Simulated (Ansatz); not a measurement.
Geometry optimisation, Ansatz, RHF/6-31G*.

The input (input.yaml):

```yaml
crystal:
  periodic: [false, false, false]
  atoms:
    - { symbol: O, position_ang: [-1.22332, 0.96814, -0.60868] }
    - { symbol: C, position_ang: [-0.24027, 0.34081, -0.00612] }
    - { symbol: C, position_ang: [0.85429, 0.27001, 0.66398] }
    - { symbol: "N", position_ang: [0.15988, -1.03015, 0.2679] }
    - { symbol: H, position_ang: [-1.92996, 0.34785, -0.83288] }
    - { symbol: H, position_ang: [1.77852, 0.5776, 1.06884] }
    - { symbol: H, position_ang: [0.60084, -1.47426, -0.55303] }
basis:
  gaussian: { orbitals: "6-31G*" }
hamiltonian:
  xc: hf
relax:
  f_tol: 0.015
  max_steps: 40
```

Command:

```bash
$ ansatz run input.yaml --threads 1 --pin off --max-ram 2048MiB --backend cpu --events-out ev --progress --plain --runs-dir out
```

**Question.** Where does it end, and by what steps?

**Answer.** The forces met the threshold. After 9 steps the energy has fallen by 0.114 eV; C3 moved furthest, 0.11 Å.

```
step  energy less start (eV)  largest force component (eV/Å)  accepted
   0                  0.0000                           2.189       yes
   1                 -0.0791                           0.458       yes
   2                 -0.0963                           0.469       yes
   3                 -0.1060                           0.422       yes
   4                 -0.1097                           0.274       yes
   5                 -0.1124                           0.137       yes
   6                 -0.1136                           0.046       yes
   7                 -0.1140                           0.031       yes
   8                 -0.1140                           0.045        no
   9                 -0.1141                           0.009       yes
```

```xyz
7
Properties=species:S:1:pos:R:3
O -1.214 0.949 -0.600
C -0.198 0.338 -0.041
C 0.900 0.295 0.566
N 0.131 -1.022 0.257
H -1.898 0.315 -0.783
H 1.733 0.583 1.157
H 0.546 -1.457 -0.556
```

Whether the end is a true minimum wasn't checked by a vibrational analysis.

Run time: 19 s on 1 thread of Intel(R) Xeon(R) Platinum 8259CL CPU @ 2.50GHz (Skylake/Cascade Lake), on a shared host, peak memory 0.14 GiB.
